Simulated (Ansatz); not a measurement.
## Ansatz (development build ahead of 0.2.0) run

```yaml
crystal:
  periodic: [false, false, false]
  atoms:
    - { symbol: Cl, position_ang: [0.0, 0.0, 0.0] }
    - { symbol: H, position_ang: [2.79463, 0.0, 0.0] }
    - { symbol: H, position_ang: [-2.79463, 0.0, 0.0] }
basis:
  gaussian: { orbitals: "6-31G" }
magnetization:
  initial_magnetization: 1
hamiltonian:
  xc: hf
correlation:
  method: fci
  frozen_orbitals: { Cl: 5, H: 0 }
```

The input is written out in the form of the current development build from the run's settings.

The run gave:

| Quantity | Value |
| --- | --- |
| Converged | yes |
| Total energy | -460.48011 hartree |
| State | lowest doublet root, of any spatial symmetry |
